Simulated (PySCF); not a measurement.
# CO, HF: how much the basis matters

PySCF, RHF reference; singlet, unpaired electrons none; De to C + O without counterpoise correction.

```json
{"basis": "6-31G(d,p)", "relativity": "no relativity", "functions": "28", "Re (Å)": "1.114", "ωe (cm⁻¹)": "2442", "De (eV)": "7.44", "μ (D)": "-0.26"}
{"basis": "jorge-DZP-DKH", "relativity": "spin-free X2C", "functions": "30", "Re (Å)": "1.114", "ωe (cm⁻¹)": "2425", "De (eV)": "7.23", "μ (D)": "-0.20"}
{"basis": "6-311G(d,p)", "relativity": "no relativity", "functions": "36", "Re (Å)": "1.105", "ωe (cm⁻¹)": "2441", "De (eV)": "7.49", "μ (D)": "-0.15"}
{"basis": "aug-pcseg-1", "relativity": "no relativity", "functions": "46", "Re (Å)": "1.109", "ωe (cm⁻¹)": "2436", "De (eV)": "7.65", "μ (D)": "-0.16"}
{"basis": "cc-pVTZ", "relativity": "no relativity", "functions": "60", "Re (Å)": "1.104", "ωe (cm⁻¹)": "2425", "De (eV)": "7.58", "μ (D)": "-0.13"}
{"basis": "def2-TZVPP", "relativity": "no relativity", "functions": "62", "Re (Å)": "1.103", "ωe (cm⁻¹)": "2428", "De (eV)": "7.59", "μ (D)": "-0.14"}
{"basis": "def2-TZVPPD", "relativity": "no relativity", "functions": "77", "Re (Å)": "1.103", "ωe (cm⁻¹)": "2426", "De (eV)": "7.59", "μ (D)": "-0.14"}
```

Problem. How does each smaller set differ from the one with most functions, def2-TZVPPD?

Solution. 6-31G(d,p): +1.1 pm, +0.7 % in ωe, -0.15 eV in De; jorge-DZP-DKH: +1.1 pm, -0.0 % in ωe, -0.36 eV in De; 6-311G(d,p): +0.2 pm, +0.6 % in ωe, -0.10 eV in De; aug-pcseg-1: +0.6 pm, +0.4 % in ωe, +0.06 eV in De; cc-pVTZ: +0.1 pm, -0.0 % in ωe, -0.01 eV in De; def2-TZVPP: +0.0 pm, +0.1 % in ωe, +0.00 eV in De. All at HF; the set with most functions is neither the basis-set limit nor always the best. The rows treat relativity differently, so the differences are not basis effects alone.

A positive dipole means C(−)O(+). Where the molecule has an RHF reference, its open-shell atoms are computed with UHF. Hartree–Fock leaves out correlation, which carries a large part of most bond energies and some tenths to 1 eV of ionisation energies.
